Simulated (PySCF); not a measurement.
BH2F.
InChI=1S/BFH2/c1-2/h1H2

The closed-shell ground state was solved at several levels (PySCF, density fitting, gas phase, non-relativistic). Geometry: PBE0-D3(BJ)/def2-SVP; no solvent, vibrations or thermal averaging.

| level | basis functions | total energy (Eh) | HOMO (eV) | LUMO (eV) | gap (eV) | dipole (D) |
| --- | --- | --- | --- | --- | --- | --- |
| CAM-B3LYP/def2-SVPD | 59 | -125.7920 | -10.87 | -0.11 | 10.76 | 0.81 |
| PBE0/pcSseg-1 | 44 | -125.7764 | -9.31 | -1.11 | 8.20 | 0.71 |
| B3LYP/pcJ-1 | 74 | -125.9351 | -9.13 | -1.40 | 7.73 | 0.68 |

Question: What might wB97X-D/pcSseg-1 (44 basis functions) give for the same quantities?

Answer: Total energy -125.8799 Eh, HOMO -11.29 eV, LUMO 0.88 eV, gap 12.17 eV, dipole 0.75 D.

Question: Over all these levels, which gives the widest orbital gap and which the narrowest?

Answer: wB97X-D/pcSseg-1 (range-separated hybrid) has the widest, 12.17 eV, and B3LYP/pcJ-1 (global hybrid, 20 % exact exchange) the narrowest, 7.73 eV. Functional and basis both differ between the two, so the spread mixes both effects.

Question: How far do the dipole and the HOMO energy spread over the levels?

Answer: The dipole runs from 0.68 to 0.81 D (mean 0.74 D) and the HOMO from -11.29 to -9.13 eV.

Note: wB97X-D ran without an empirical dispersion term, which enters the total energy and its gradient alone.
